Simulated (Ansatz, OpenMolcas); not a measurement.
**PH2 (SMILES [PH2]): the energy, rung by rung**

The species is PH2 (3 atoms), meant as a doublet with charge 0. As SMILES, `[PH2]`. The coordinates come from a GFN2-xTB relaxation.

```xyz
3

P     0.5145   -0.3028    0.2527
H     0.1115    1.0274    0.1724
H    -0.6260   -0.7246   -0.4251
```

Each level gives the energy change with the P1–H3 bond stretched from 1.392 to 3.480 Å (eV). The values are calculated.

```tsv
level	kind	program	value (eV)	less FCI/3-21G	CPU time (all runs)
UPBE0/3-21G	global hybrid	Ansatz	2.99	+0.49	4.9 s
U-wB97M-V/3-21G	range-separated hybrid	Ansatz	3.20	+0.70	62 s
UCAM-B3LYP/3-21G	range-separated hybrid	Ansatz	3.07	+0.57	5.1 s
UB2PLYP/3-21G	double hybrid	Ansatz	2.86	+0.36	4.8 s
RPA@PBE/3-21G	RPA	Ansatz	2.60	+0.10	5.5 s
CASSCF(3,3)/3-21G	multireference	OpenMolcas	2.36	-0.14	4.9 s
MC-PDFT[tPBE](7,6)/3-21G	multireference	OpenMolcas	3.09	+0.59	5.7 s
MRCI(7,6)/3-21G	multireference	OpenMolcas	2.50	0.00	6 s
FCI/3-21G	exact in the basis	OpenMolcas	2.50	0.00	7.1 s
```

FCI/3-21G is exact within its basis and frozen core, so for wave-function methods in that basis the difference is their error; functionals converge differently with the basis, so for them it is only a difference. The first shape isn't each level's own minimum. The values span 2.36 to 3.20 eV. Spin contamination of the reference (⟨S²⟩ at least 0.1 too high) touches UPBE0/3-21G, U-wB97M-V/3-21G, UCAM-B3LYP/3-21G, UB2PLYP/3-21G, RPA@PBE/3-21G. All rows use very small basis sets, so none should be taken for the real molecule's value. Times are those of the runs behind each value, whatever else they computed, on shared processors of several kinds: orders of magnitude only.
